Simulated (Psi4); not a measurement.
# C2H3F3 (1,1,1-trifluoroethane) at OMP2/cc-pVDZ (density fitting for correlation)

Aim: the energy change on altering one bond length of C2H3F3 (1,1,1-trifluoroethane) at OMP2/cc-pVDZ (density fitting for correlation), from 2 runs. 

Program for the calculation: Psi4 1.11.

1 further run of the same task is left out (set aside as unsound or not needed).

## 1. The system as given

C2H3F3 has 8 atoms, charge 0, and is taken as a singlet. As SMILES, `CC(F)(F)F`. The shape is that of a PBE0-D4/def2-TZVP optimisation.

Bond lengths: C1–C2 1.497 Å, C2–F3 1.341 Å, C2–F4 1.341 Å, C2–F5 1.341 Å, C1–H6 1.089 Å, C1–H7 1.089 Å, C1–H8 1.089 Å. Some angles: C1–C2–F3 111.8°, C1–C2–F4 111.8°, C1–C2–F5 111.8°, F3–C2–F4 107.1°, F3–C2–F5 107.1°, F4–C2–F5 107.1°, C2–C1–H6 109.3°, C2–C1–H7 109.3°, C2–C1–H8 109.3°, H6–C1–H7 109.7°.

## 2. The energy at OMP2/cc-pVDZ (density fitting for correlation)

File calc.py:

```python
import psi4

psi4.set_memory(1600000000)
psi4.set_num_threads(1)
psi4.set_output_file('run.log', False)

molecule = psi4.geometry("""
0 1
C     -0.615400    -0.141500     0.471500
C      0.557600     0.109900    -0.423700
F      1.692800    -0.382000     0.093900
F      0.395200    -0.458200    -1.627700
F      0.754200     1.420300    -0.629900
H     -0.441600     0.335800     1.434900
H     -0.738000    -1.214600     0.611200
H     -1.512600     0.273100     0.014000
units angstrom
symmetry c1
""")

psi4.set_options(dict(puream=True, e_convergence=1e-09, d_convergence=1e-08, scf_type='pk', num_frozen_docc=5))

energy_value = psi4.energy("omp2/cc-pVDZ", molecule=molecule)
print(f'omp2/cc-pVDZ energy: {energy_value:.10f} Eh')
```

Run with:

```bash
$ python calc.py
```

run.log:

```text
[...]
  Running in c1 symmetry.
[...]
  Nuclear repulsion =  202.116392987853487
[...]
  Multiplicity = 1
[...]
  Nalpha       = 21
  Nbeta        = 21
[...]
    Number of basis functions: 85
[...]
   @RHF iter   1:  -375.70960984827406   -5.27620e-01   6.35009e-03 ADIIS/DIIS
[...]
   @RHF iter  11:  -375.84022088319460   -1.30740e-12   2.34471e-09 DIIS
[...]
    Orbital Energies [Eh]
    ---------------------
    Doubly Occupied:
       1A    -26.332494     2A    -26.332463     3A    -26.332431
       4A    -11.500337     5A    -11.263502     6A     -1.726777
       7A     -1.628906     8A     -1.628852     9A     -1.070638
      10A     -0.920968    11A     -0.816763    12A     -0.816752
      13A     -0.774740    14A     -0.702066    15A     -0.702053
      16A     -0.653155    17A     -0.653131    18A     -0.635261
      19A     -0.586447    20A     -0.586427    21A     -0.561767
[...]
  @RHF Final Energy:  -375.84022088319460
   => Energetics <=
    Nuclear Repulsion Energy =            202.1163929878534873
    One-Electron Energy =                -923.4613661591536129
    Two-Electron Energy =                 345.5047522881055215
    Total Energy =                       -375.8402208831946041
[...]
 Multipole Moments:
 ------------------------------------------------------------------------------------
     Multipole            Electronic (a.u.)      Nuclear  (a.u.)        Total (a.u.)
 ------------------------------------------------------------------------------------
 L = 1.  Multiply by 2.5417464519 to convert [e a0] to [Debye]
 Dipole X            :          4.4170168           -5.1944266           -0.7774097
 Dipole Y            :          0.9466276           -1.1129572           -0.1663297
 Dipole Z            :         -3.3708809            3.9643357            0.5934549
 Magnitude           :                                                    0.9920787
[...]
	Warning: cc_lambda option is changed to TRUE
	For this residual convergence, default PCG convergence is:     1.00e-07
[...]
	DF-MP2 Total Energy (a.u.)         :  -376.67091062077498
[...]
	DF-MP2 Total Energy (a.u.)         :  -376.68020145211227
[...]
	DF-OMP2 Total Energy (a.u.)        :  -376.68020145210181
[...]
```

Standard output:

```text
omp2/cc-pVDZ energy: -376.6802014521 Eh
```

Wall time 11 s (1 thread of Intel Xeon 6975P-C (Granite Rapids), shared host); peak memory 0.3 GiB.

## 3. The distorted shape at the same level

File job.inp:

```
memory 1.6 GB

molecule {
  0 1
  C     -1.201938    -0.267208     0.919129
  C      0.557600     0.109900    -0.423700
  F      1.692800    -0.382000     0.093900
  F      0.395200    -0.458200    -1.627700
  F      0.754200     1.420300    -0.629900
  H     -1.028138     0.210092     1.882529
  H     -1.324538    -1.340308     1.058829
  H     -2.099138     0.147392     0.461629
  units angstrom
  symmetry c1
  no_reorient
  no_com
}

set globals {
  basis           cc-pVDZ
  puream          true
  e_convergence   1e-09
  d_convergence   1e-08
  scf_type        pk
  num_frozen_docc 5
}

result = energy("omp2")
```

Run with:

```bash
$ psi4 -n 1 job.inp job.out
```

job.out:

```text
[...]
  Running in c1 symmetry.
[...]
  Nuclear repulsion =  185.865489076026563
[...]
  Multiplicity = 1
[...]
  Nalpha       = 21
  Nbeta        = 21
[...]
    Number of basis functions: 85
[...]
   @RHF iter   1:  -375.50577763718672   -1.02735e+00   7.41516e-03 DIIS/ADIIS
[...]
   @RHF iter  11:  -375.71583521139274   -1.09708e-11   6.42398e-09 DIIS
[...]
    Orbital Energies [Eh]
    ---------------------
    Doubly Occupied:
       1A    -26.336046     2A    -26.336014     3A    -26.335981
       4A    -11.521243     5A    -11.316617     6A     -1.722603
       7A     -1.626791     8A     -1.626737     9A     -0.970425
      10A     -0.938153    11A     -0.808410    12A     -0.808400
      13A     -0.775293    14A     -0.693430    15A     -0.693412
      16A     -0.649869    17A     -0.649846    18A     -0.635267
      19A     -0.596812    20A     -0.596791    21A     -0.422606
[...]
  @RHF Final Energy:  -375.71583521139274
   => Energetics <=
    Nuclear Repulsion Energy =            185.8654890760265630
    One-Electron Energy =                -891.0411578065065896
    Two-Electron Energy =                 329.4598335190873399
    Total Energy =                       -375.7158352113927435
[...]
 Multipole Moments:
 ------------------------------------------------------------------------------------
     Multipole            Electronic (a.u.)      Nuclear  (a.u.)        Total (a.u.)
 ------------------------------------------------------------------------------------
 L = 1.  Multiply by 2.5417464519 to convert [e a0] to [Debye]
 Dipole X            :        -33.5673255           32.6203730           -0.9469525
 Dipole Y            :         -6.4278555            6.2251887           -0.2026668
 Dipole Z            :         25.4739846          -24.7511396            0.7228451
 Magnitude           :                                                    1.2084279
[...]
	Warning: cc_lambda option is changed to TRUE
	For this residual convergence, default PCG convergence is:     1.00e-07
[...]
	DF-MP2 Total Energy (a.u.)         :  -376.56233904259147
[...]
	DF-MP2 Total Energy (a.u.)         :  -376.57524989512251
[...]
	DF-OMP2 Total Energy (a.u.)        :  -376.57524989513303
[...]
```

Wall time 12 s (1 thread of Intel Xeon 6975P-C (Granite Rapids), shared host); peak memory 0.3 GiB.

## 4. Results

Level: OMP2/cc-pVDZ (density fitting for correlation), 5 core orbitals frozen.

```
                                                         quantity          value
                                        first shape: total energy  -376.68020 Eh
                 first shape: HOMO energy (Hartree–Fock orbitals)      -15.29 eV
                 first shape: LUMO energy (Hartree–Fock orbitals)        5.07 eV
               first shape: HOMO–LUMO gap (Hartree–Fock orbitals)       20.36 eV
         first shape: correlation energy (5 core orbitals frozen)     -840.0 mEh
                                    distorted shape: total energy  -376.57525 Eh
             distorted shape: HOMO energy (Hartree–Fock orbitals)      -11.50 eV
             distorted shape: LUMO energy (Hartree–Fock orbitals)        2.78 eV
           distorted shape: HOMO–LUMO gap (Hartree–Fock orbitals)       14.28 eV
     distorted shape: correlation energy (5 core orbitals frozen)     -859.4 mEh
energy change with the C1–C2 bond stretched from 1.497 to 2.245 Å       2.856 eV
```

**Reading.** With the C1–C2 bond stretched from 1.497 to 2.245 Å the energy rises by 2.86 eV (276 kJ/mol). The first shape isn't relaxed at this level, so the change isn't measured from a minimum.
